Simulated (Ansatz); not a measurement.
Single points on Al(NH3)2H3 (AlN2H9).

```yaml
crystal:
  periodic: [false, false, false]
  atoms:
    - {symbol: Al, position_ang: [0.000025, 0.000666, 0.000026]}
    - {symbol: N, position_ang: [-0.003057, -0.016541, 2.190562]}
    - {symbol: H, position_ang: [-0.960599, -0.008549, 2.567678]}
    - {symbol: H, position_ang: [0.484694, 0.803649, 2.575982]}
    - {symbol: H, position_ang: [0.465472, -0.854020, 2.562303]}
    - {symbol: N, position_ang: [0.003112, 0.016235, -2.190547]}
    - {symbol: H, position_ang: [-0.953426, 0.040253, -2.569505]}
    - {symbol: H, position_ang: [0.463211, -0.820704, -2.573876]}
    - {symbol: H, position_ang: [0.500527, 0.836752, -2.562654]}
    - {symbol: H, position_ang: [1.636142, -0.024590, 0.001906]}
    - {symbol: H, position_ang: [-0.795940, 1.430243, 0.009646]}
    - {symbol: H, position_ang: [-0.840170, -1.403395, -0.011522]}
basis:
  gaussian: {orbitals: def2-TZVP, initial_orbitals: start.molden}
magnetization: {spin_polarized: true, initial_magnetization: 2}
hamiltonian: {xc: r2scan, dispersion: d4}
scf: {omitted_lower_state_checks: [starts]}
output: {orbitals: {seedname: orbitals}}
```

The file start.molden holds the orbitals of an earlier run on this structure, at another level or in another basis.

```sh
$ ansatz run in.yaml --threads 4 --pin off --events-out ev --progress --plain --max-ram 3916MiB
```

Shortened log:

```
Functional definition: r2SCAN
965 factors; their error is unknown
mean field evaluation 1: about -9717.3143 eV, gradient 3.7e0 eV
mean field evaluation 2: about -9717.3692 eV, gradient 1.3e-1 eV
mean field evaluation 4: about -9717.3483 eV, gradient 2.3e-2 eV
mean field evaluation 8: about -9717.3483 eV, gradient 2.4e-5 eV
mean field -9717.34828568 eV, -357.1059628433 hartree, gradient 2.4e-5 eV, S^2 2.010868; 0 other end points of the search recorded, 0 dependent functions left out
reference -9717.34830519 eV, -357.1059635605 hartree; 19, 17 occupied and 134, 136 virtual orbitals, 965 factors
Total energy: -9717.38915087 eV, -357.1074646114 hartree
Checks for a lower state left out: starts
```

Hardware: 4 threads of Arm Neoverse V2 on a shared host. Wall time 4.2 s.

The first input with `gaussian: {orbitals: def2-TZVP}`, `hamiltonian: {xc: pbe0, dispersion: d4}` (abridged; 2.9 s):

```
Functional definition: PBE0
mean field evaluation 16: about -9712.8283 eV, gradient 9.6e-3 eV
mean field -9712.82833507 eV, -356.9398577223 hartree, gradient 2.6e-5 eV, S^2 2.011126
Total energy: -9712.96368634 eV, -356.9448317899 hartree
Checks for a lower state left out: starts
```

The first input with `hamiltonian: {xc: pbe, dispersion: d4}` (abridged; 1.9 s):

```
Functional definition: PBE
mean field -9712.43203319 eV, -356.9252938969 hartree, gradient 1.6e-5 eV, S^2 2.003658
Total energy: -9712.59335705 eV, -356.9312224394 hartree
Checks for a lower state left out: starts
```

Geometry: PBE-D4/def2-SVP, that of the neutral singlet.

At r2SCAN-D4/def2-TZVP, PBE-D4/def2-TZVP the gap within one spin of the charge 0 triplet nearly closes, so an electron or hole may be smeared out by delocalisation error. At PBE-D4/def2-TZVP an occupied level of the charge 0 triplet lies above an empty one (by up to 0.07 eV), so this SCF solution is probably not the lowest. At PBE0-D4/def2-TZVP a singlet of charge 0 lies 6.34 eV below the triplet at the same geometry.
